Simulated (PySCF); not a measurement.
These are PBE-D3(BJ)/def2-TZVP // B3LYP-D3(BJ)/def2-TZVP in PySCF values and carry that method's errors. Isolated molecules, 0 K electronic values unless said otherwise. One relaxed conformer stands for a flexible species; it need not be the lowest. Excitations are Tamm–Dancoff values on a coarser integration grid. The basis has no diffuse functions, so Rydberg states are missing or too high.

Reference species (SMILES): `C=O` (neutral, multiplicity 1).

The S1–T1 gap (TDA) comes out as 0.72 eV and the S1 excitation (TDA) is 3.93 eV.

Changed species: `CNC=O` (C–N–C–O torsion 0°) (X = methylamino; the reference has X = H).

Task: What does the change do to the S1–T1 gap (TDA) and S1 excitation (TDA)?

Result: the S1–T1 gap (TDA) drops by 0.17 eV, to 0.55 eV; the S1 excitation (TDA) increases by 1.70 eV, to 5.63 eV.
